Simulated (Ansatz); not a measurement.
Relaxation of C3H3O (7 atoms, charge 0, multiplicity 2), to a largest force component of 0.02 eV/Å in at most 50 steps.

Computed with Ansatz 0.2.0, UKS CAM-B3LYP-D4/def2-SVP.

```xyz
7
Properties=species:S:1:pos:R:3:forces:R:3
C -1.152 0.782 -0.858 -8.22 5.72 -6.08
C -0.362 0.227 -0.255 7.56 -4.89 4.64
C 0.660 -0.492 0.491 -0.46 3.85 -0.42
O 0.243 -1.632 0.888 -1.76 -4.77 2.26
H -1.958 1.328 -1.428 1.40 -0.92 0.95
H 0.241 -2.619 0.972 0.98 1.98 -0.78
H 1.060 0.217 1.280 0.51 -0.97 -0.57
```

Problem. Where does it end, and by what steps?

Solution. The forces met the threshold. After 13 steps the energy has fallen by 1.878 eV; H6 moved furthest, 0.73 Å. The start is strongly strained (largest force component 8 eV/Å).

| step | energy less start (eV) | largest force component (eV/Å) | accepted |
| --- | --- | --- | --- |
| 0 | 0.0000 | 8.221 | yes |
| 1 | -0.8856 | 1.806 | yes |
| 2 | -1.1866 | 1.320 | yes |
| 3 | -1.5654 | 0.971 | yes |
| 4 | -1.5781 | 1.869 | yes |
| 5 | -1.7281 | 0.179 | yes |
| 6 | -1.7618 | 0.379 | yes |
| 7 | -1.7991 | 0.639 | yes |
| 8 | -1.8118 | 1.056 | yes |
| 9 | -1.8319 | 1.140 | yes |
| 10 | -1.8762 | 0.128 | yes |
| 11 | -1.8774 | 0.058 | yes |
| 12 | -1.8776 | 0.028 | yes |
| 13 | -1.8776 | 0.017 | yes |

```xyz
7
Properties=species:S:1:pos:R:3
C -1.245 0.908 -0.894
C -0.512 0.203 -0.215
C 0.338 -0.565 0.557
O 0.050 -1.864 0.799
H -1.892 1.521 -1.491
H 0.742 -2.246 1.350
H 1.253 -0.146 0.985
```

The run took 19 s on 2 threads of Intel(R) Xeon(R) Platinum 8488C (Sapphire Rapids) (shared host), peak memory 0.2 GiB.
